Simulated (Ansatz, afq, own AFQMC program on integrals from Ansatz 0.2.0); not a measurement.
**Cl, doublet in cc-pVDZ, levels against full CI**

A free Cl atom.

Basis cc-pVDZ. Noble-gas cores (and the filled d shells of Ga–Kr and In–Xe) are frozen. Ansatz 0.2.0 and our own AFQMC program on the same integrals; the CISD trial comes from CCSD amplitudes, and released means the phaseless constraint is let go. Free projection: walkers drawn from exp(T), propagated without any constraint. Its projection time is finite, and what remains of the start isn't in its error. ± is one standard error of the sampling.

Determinant: UHF, the one that the program's search chose, which needn't be the lowest solution.

Full CI on the same integrals is exact in this basis and with this determinant's frozen core.

Cautions: the released energies have errors that jump between times, so the bars are unsure, so no released level is given (meV from the phaseless value at times in 1/Eh: -2.07 ± 0.22 at 0.24, -2.9 ± 0.5 at 0.50, 10 ± 15 at 1.00, -4.6 ± 0.6 at 1.50), though the last usable value meets full CI within the noise.

```
T1 diagnostic                               : 0.0049
weight of the determinant in the CISD state : 0.950
⟨S²⟩ of the determinant                     : 0.756
size of the correlated space                : 7 electrons in 13 orbitals
```

```json
{"level": "MP2", "correlation energy (eV)": "-2.9877"}
{"level": "CCSD", "correlation energy (eV)": "-3.4447"}
{"level": "CCSD(T)", "correlation energy (eV)": "-3.4761"}
```

Problem. Estimate where phaseless AFQMC with a CISD trial lies against CCSD(T) on the same integrals.

Solution. 0.11 ± 0.009 kcal/mol below CCSD(T).

Reference: full CI, correlation energy -3.486 eV.

| level | E − E(reference) (kcal/mol) | share of correlation (%) |
| --- | --- | --- |
| CCSD(T) | 0.23 | 99.72 |
| CCSDT | 0.10 | 99.87 |
| CCSDT(Q) | 0.01 | 99.99 |
| CCSDTQ | 0.00 | 100.00 |
| ph-AFQMC/HF | 1.23 ± 0.29 | 98.47 |
| ph-AFQMC/CISD | 0.12 ± 0.009 | 99.85 |
| free AFQMC | -0.02 ± 0.02 | 100.03 |

CCSDT and higher add their correlation energy to the determinant of the CCSD(T) run, since their own runs factorise the integrals more tightly (a shift of under 2 meV). Free projections are given only where their last times agree within the noise and don't stop above the reference; a slow remainder of the start can still hide under it. A walk keeps the symmetry of its determinant, which the program's search chose and which needn't be the lowest solution, so a lower state of the same spin and another symmetry isn't excluded.
